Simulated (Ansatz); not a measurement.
nitrous oxide (SMILES N#[N+][O-]) moved off its minimum; all values from Ansatz (a program for electronic structure), cores frozen in correlated methods.
(charge 0, multiplicity 1)
```xyz
3

N     -0.0013    -0.0135    -1.2306
N     -0.0141     0.0256    -0.0610
O     -0.0433     0.0128     1.1165
```

Forces at HF/def2-TZVPP (eV/Å):

```json
[
 {"atom": "N1", "Fx": "-0.066", "Fy": "0.536", "Fz": "10.950"},
 {"atom": "N2", "Fx": "-0.037", "Fy": "-0.726", "Fz": "-8.948"},
 {"atom": "O3", "Fx": "0.103", "Fy": "0.191", "Fz": "-2.002"}
]
```

### Question
Give the forces (eV/Å), the total energy and the dipole at CCSD(T)/aug-cc-pVTZ.

### Answer

| atom | Fx | Fy | Fz |
|---|---|---|---|
| N1 | 0.007 | 0.267 | 3.580 |
| N2 | -0.033 | -0.404 | -4.390 |
| O3 | 0.026 | 0.137 | 0.809 |
Energy -184.4175 hartree, dipole 0.07 D.

Doubts at one or more of the structures used: a restricted determinant that unrestricted orbitals would lower (CCSD(T)/aug-cc-pVTZ).
